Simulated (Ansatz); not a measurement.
A run of Ansatz (development build ahead of 0.2.0) on triplet C2H4 at this shape:

```xyz
6

C    -0.0021    0.0059   -0.7312
C    -0.0012    0.0099    0.7230
H    -0.0097   -0.9345   -1.3011
H     0.0022    0.9240   -1.2979
H    -0.9280    0.0088    1.3038
H     0.9343    0.0054    1.3108
```

Its results:

- Converged: yes
- Reference energy: -77.97128 hartree
- Correlation energy: -0.23566 hartree
- Total energy: -78.20694 hartree
- Spin squared of the determinant: 2.013

Problem. Which input gives this output? Name the method, the orbitals and the basis set, and write the input.

Solution. UHF-MP2 in cc-pVDZ.

```yaml
crystal:
  periodic: [false, false, false]
  atoms:
    - { symbol: C, position_ang: [-0.00209, 0.00591, -0.73117] }
    - { symbol: C, position_ang: [-0.00123, 0.00992, 0.72298] }
    - { symbol: H, position_ang: [-0.0097, -0.93447, -1.30109] }
    - { symbol: H, position_ang: [0.00217, 0.92401, -1.29786] }
    - { symbol: H, position_ang: [-0.92799, 0.00882, 1.30378] }
    - { symbol: H, position_ang: [0.93429, 0.00539, 1.31083] }
basis:
  gaussian: { orbitals: cc-pVDZ }
magnetization:
  spin_polarized: true
  initial_magnetization: 2
hamiltonian:
  xc: hf
correlation:
  method: mp2
  frozen_orbitals: { C: 1, H: 0 }
```

Caution: another spin multiplicity may lie lower.
